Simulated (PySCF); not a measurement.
## How the method moves the bond dissociation enthalpies of water

Structure: `O` (H2O). Atom numbers as in the mapped SMILES `[OH2:1]`.

All levels share the PBE0-D3(BJ)/def2-SVP structures and the PBE0-D3(BJ)/def2-SVP thermal terms; only the single-point energies (PySCF) change. Values are bond dissociation enthalpies (298 K, kJ/mol).

```jsonl
{"level": "HF/aug-cc-pVTZ", "O1–H": "335", "abs. error": "162.0", "time": "0.39 s"}
{"level": "M06-2X/def2-TZVP", "O1–H": "485", "abs. error": "12.5", "time": "–"}
{"level": "CCSD(T)/aug-cc-pVTZ", "O1–H": "488", "abs. error": "9.6", "time": "17 s"}
{"level": "MP2/aug-cc-pVTZ", "O1–H": "503", "abs. error": "6.0", "time": "1.3 s"}
{"level": "ATcT 1.112", "O1–H": "497", "abs. error": "", "time": ""}
```

Times are wall times for all single points of a level on 1 thread of Arm Neoverse V1, a shared host; the dash marks the run that also made the structures.

Hartree-Fock leaves out electron correlation, so its bond energies come out too low, often by 100 kJ/mol or more.

The spread: 168 kJ/mol, from 335 to 503.
